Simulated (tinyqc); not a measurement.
Ways to converge the cycle: SCF convergence aids in the sto-3g basis, for H2O, spin multiplicity 1. Computed by the program tinyqc with PySCF. RHF with one setting changed at a time; a run stops when the energy changes by less than 1e-09 hartree and the error matrix is below 1e-5. The start is the Wolfsberg-Helmholz matrix. Damping d keeps d of the old density; a shift (hartree) raises the virtual levels; DIIS n extrapolates F over n matrices.

Geometry (angstrom):

| atom | x | y | z |
|---|---|---|---|
| O | 0.0000 | 0.0000 | 0.0000 |
| H | 0.0000 | 0.9180 | 0.6670 |
| H | 0.0000 | -0.9180 | 0.6670 |

lowest restricted solution found by these runs and by PySCF = -74.925028 hartree

Largest element of the error matrix X^T (FDS - SDF) X:

| iteration | plain | damping 0.3 | damping 0.6 | shift 0.4 | DIIS 3 | DIIS 8 |
|---|---|---|---|---|---|---|
| 1 | 4.9e-01 | 4.9e-01 | 4.9e-01 | 4.9e-01 | 4.9e-01 | 4.9e-01 |
| 2 | 1.3e-01 | 1.4e-01 | 2.9e-01 | 1.6e-01 | 1.3e-01 | 1.3e-01 |
| 3 | 3.5e-02 | 8.1e-02 | 1.7e-01 | 9.3e-02 | 3.7e-02 | 3.7e-02 |
| 4 | 1.2e-02 | 4.4e-02 | 1.0e-01 | 4.9e-02 | 7.2e-03 | 7.2e-03 |
| 5 | 4.6e-03 | 2.4e-02 | 7.8e-02 | 2.6e-02 | 2.5e-03 | 2.2e-03 |
| 6 | 1.9e-03 | 1.3e-02 | 5.8e-02 | 1.4e-02 | 9.0e-04 | 3.0e-05 |
| 8 | 4.2e-04 | 4.0e-03 | 3.2e-02 | 4.4e-03 | 1.5e-05 | 1.5e-09 |
| 10 | 1.0e-04 | 1.3e-03 | 1.7e-02 | 1.7e-03 | - | - |
| 14 | 6.3e-06 | 1.8e-04 | 5.2e-03 | 3.0e-04 | - | - |
| 20 | - | 1.3e-05 | 9.5e-04 | 2.2e-05 | - | - |
| 30 | - | - | 7.1e-05 | - | - | - |

How each run ends:

| run | iterations | E (hartree) | state |
|---|---|---|---|
| plain | 14 | -74.925028 | lowest found |
| damping 0.3 | 21 | -74.925028 | lowest found |
| damping 0.6 | 41 | -74.925028 | lowest found |
| shift 0.4 | 22 | -74.925028 | lowest found |
| DIIS 3 | 9 | -74.925028 | lowest found |
| DIIS 8 | 8 | -74.925028 | lowest found |

What does the comparison show, and why?

6 of 6 runs reach the lowest restricted solution found, in 8 to 41 iterations (fastest: DIIS 8). Plain steps already contract here, so damping only slows them. DIIS 3 and DIIS 8 gain by cancelling the error over several earlier matrices, much as a quasi-Newton step does.
